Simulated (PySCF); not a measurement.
Compound: C2H3Cl2 (doublet state).
Atom-mapped SMILES: `[Cl:1][CH:2][CH2:3][Cl:4]` (hydrogens: H5 on C2; H6, H7 on C3)

Geometry (PBE0-D3(BJ)/def2-SVP, Å), atoms numbered from 1 in this order:
```
atom  x, y, z in Å
Cl1    1.8183    0.5077   -1.1087
C2     0.7968   -0.3327   -0.0361
C3    -0.6400   -0.0525   -0.0350
Cl4   -1.0440    1.4433    0.9304
H5     1.2972   -0.8120    0.8082
H6    -1.1979   -0.8735    0.4344
H7    -1.0237    0.1294   -1.0473
```

The hyperfine couplings belong to this conformer and change with its torsions.

Computed, not measured: UKS B3LYP, IGLO-III on C Cl, pcH-1 on H, non-relativistic, mean-field spin-orbit, GIAO (PySCF). Isolated species at its PBE0-D3(BJ)/def2-SVP geometry (one conformer only). Stability of the SCF solution: not tested.

(1) Match the computed a_iso(35Cl) values +36.5, +7.3 MHz with the sites Cl1; Cl4.

(2) Match the computed a_iso(13C) values +117.8, +1.8 MHz with the sites C2; C3.

(3) The isotropic 1H couplings, averaged over equivalent nuclei, are -52.4, +17.9 MHz. Assign them to H5; H6/H7.

Results:

(1) 
```csv
site,a_iso (MHz),ρ(0) (bohr⁻³),position,distance from C2 (Å),bound to,spin population there,largest |T| (MHz)
Cl1,+7.3,+0.0170,1 bond from C2,1.70,C2,+0.86,55.9
Cl4,+36.5,+0.0817,2 bonds from C2,2.73,C3,-0.05,45.5
```

(2) 
| site | a_iso (MHz) | ρ(0) (bohr⁻³) | position | distance from C2 (Å) | spin population | largest \|T\| (MHz) |
| --- | --- | --- | --- | --- | --- | --- |
| C2 | +117.8 | +0.1042 | largest spin population | 0.00 | +0.86 | 148.0 |
| C3 | +1.8 | +0.0017 | 1 bond from C2 | 1.46 | -0.05 | 3.7 |

(3) 
| site | a_iso (MHz) | ρ(0) (bohr⁻³) | position | distance from C2 (Å) | bound to | spin population there | largest \|T\| (MHz) |
| --- | --- | --- | --- | --- | --- | --- | --- |
| H5 | -52.4 | -0.0118 | α, 1 bond from C2 | 1.09 | C2 | +0.86 | 36.4 |
| H6/H7 | +17.9 | +0.0040 | β, 2 bonds from C2 | 2.13 | C3 | -0.05 | 9.1 |

ρ(0) is the spin density at the nucleus and T the dipolar tensor; a_iso includes a spin–orbit part; entries for several nuclei are means. The Mulliken spin populations are largest on C2 (+0.86), Cl1 (+0.11) and Cl4 (+0.11). C2 is the only atom above +0.15. The angles at C2 add up to 357.2°, so it is nearly planar; its axial dipolar tensor and the negative coupling of its proton fit spin in a p orbital normal to that plane.

Class means assume fast exchange of nuclei equivalent by connectivity; if that motion is slow, each nucleus keeps its own coupling.

Hardware: an Arm Neoverse V2 with one thread (shared host). Cost: 22 s of wall time.
